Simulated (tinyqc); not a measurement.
Worked calculation: Pariser-Parr-Pople SCF with singles CI, for the molecule Fc1[cH+]c1Cl (SMILES; centres numbered as the heavy atoms are written). One step of it, computed by the program tinyqc.

Task: PPP integrals. Ohno: gamma = 14.399645/sqrt(R^2 + a^2), a = 2 x 14.399645/(gamma_rr + gamma_ss); H_rr = -W_r - sum_(s != r) z_s gamma_rs; H_rs = beta for bonds.

Centres (angstrom, eV; a flat drawing with bonds scaled to 1.40 angstrom):
```
centre          x          y  core charge z          W   gamma_rr
1F       1.912000  -0.662000              2  35.910000  23.890000
2C       0.700000   0.038000              1  10.760000  11.080000
3C       0.000000   1.250000              1  10.760000  11.080000
4C      -0.700000   0.038000              1  10.760000  11.080000
5Cl     -1.912000  -0.662000              2  29.300000  13.320000
```

Resonance integrals (eV):
```
i  j       beta
1  2  -2.220000
2  3  -2.390000
3  4  -2.390000
4  5  -1.510000
4  2  -2.390000
```

Give: repulsion gamma_rs; core matrix H.

Result:

repulsion gamma_rs (eV), lower triangle:
```
          1F       2C       3C       4C      5Cl
1F   23.8900
2C    8.8671  11.0800
3C    5.0943   7.5393  11.0800
4C    5.0940   7.5382   7.5393  11.0800
5Cl   3.6908   4.8804   4.8806   7.8650  13.3200
```

core matrix H (eV), lower triangle:
```
           1F        2C        3C        4C       5Cl
1F   -62.3470
2C    -2.2200  -53.3324
3C     0.0000   -2.3900  -45.7885
4C     0.0000   -2.3900   -2.3900  -51.7553
5Cl    0.0000    0.0000    0.0000   -1.5100  -54.3075
```
